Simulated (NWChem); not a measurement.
System: dimethyl ether (C2H6O); SMILES COC

Program: NWChem. Coordinates come from a PBE0/def2-SVP optimisation. Computed dipoles belong to the equilibrium geometry; the measured one is vibrationally averaged.

Measured dipole moment: 1.30 D (NIST CCCBDB, as tabulated in the package chemicals).

```tsv
level	dipole moment (D)	computed − measured
PBE0/3-21G	1.41	+0.11
PBE0/pcseg-1	1.33	+0.03
PBE0/aug-pcseg-1	1.17	-0.13
PBE0/pcseg-2	1.20	-0.10
PBE0/def2-TZVPP	1.15	-0.15
```
